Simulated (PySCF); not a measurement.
Aziridine, C₂H₅N, SMILES C1CN1, point group Cs.

Level: B3LYP/pcSseg-1 in PySCF (density fitting, grid level 2); geometry and Hessian at that level, cubic constants and property derivatives from steps of ±0.6 along each species' dimensionless normal coordinates, second-order vibrational perturbation theory. The parent has the commonest isotopes.

Equilibrium geometry (Å):

| atom | x | y | z |
| --- | --- | --- | --- |
| C1 | 0.7149 | -0.3327 | 0.0213 |
| C2 | -0.7596 | -0.1698 | 0.0601 |
| N3 | 0.0681 | 0.7510 | -0.7303 |
| H4 | 1.2808 | -0.0902 | 0.9210 |
| H5 | 1.1610 | -1.1129 | -0.5926 |
| H6 | -1.2115 | 0.1851 | 0.9865 |
| H7 | -1.3965 | -0.8303 | -0.5255 |
| H8 | 0.1790 | 1.6374 | -0.2388 |

(1) How much do zero-point and thermal motion change the parent's shieldings?

(2) And the bond lengths, in the parent and with ²H at 5?

(3) What are the dipole moments?

The study (308 SCF points, 76 basis functions) took 27 min on 1 thread of Arm Neoverse N1, shared host (rough), peak memory 0.44 GiB, launched as `OMP_NUM_THREADS=1 python ens_run.py task.json out`.

Results:

(1) 
| atom | σe (ppm) | anharmonic part, 0 K | harmonic part, 0 K | Δσ at 0 K | Δσ at 250 K | Δσ at 350 K |
| --- | --- | --- | --- | --- | --- | --- |
| C1 | 160.36 | -1.89 | -3.34 | -5.23 | -5.31 | -5.39 |
| N3 | 248.25 | -3.49 | -8.60 | -12.09 | -12.23 | -12.44 |
| H4 | 29.98 | -0.23 | -0.48 | -0.72 | -0.72 | -0.73 |
| H5 | 30.18 | -0.24 | -0.49 | -0.73 | -0.73 | -0.74 |
| H8 | 32.45 | -0.28 | -0.66 | -0.93 | -0.94 | -0.95 |

(2) 
```json
{"bond": "C1–C2", "re (Å)": "1.4840", "⟨r⟩ at 0 K": "1.4938", "between mean positions": "1.4928", "⟨r⟩, labelled": "1.4936"}
{"bond": "C2–N3", "re (Å)": "1.4689", "⟨r⟩ at 0 K": "1.4780", "between mean positions": "1.4772", "⟨r⟩, labelled": "1.4782"}
{"bond": "C1–H4", "re (Å)": "1.0902", "⟨r⟩ at 0 K": "1.1114", "between mean positions": "1.0972", "⟨r⟩, labelled": "1.1115"}
{"bond": "C1–H5", "re (Å)": "1.0885", "⟨r⟩ at 0 K": "1.1097", "between mean positions": "1.0957", "⟨r⟩, labelled": "1.1041"}
{"bond": "N3–H8", "re (Å)": "1.0195", "⟨r⟩ at 0 K": "1.0404", "between mean positions": "1.0249", "⟨r⟩, labelled": "1.0404"}
```

(3) 1.779 D at equilibrium; averaged at 0 K: parent 1.722 D; ²H at 5 1.719 D; ²H at 8 1.729 D; ²H at 4, ²H at 5 1.727 D; ²H at 4 1.729 D; ¹⁵N at 3 1.721 D; ¹⁵N at 3, ²H at 8 1.729 D. Measured: 1.89 D (NIST CCCBDB Release 22 (SRD 101), experimental dipoles).
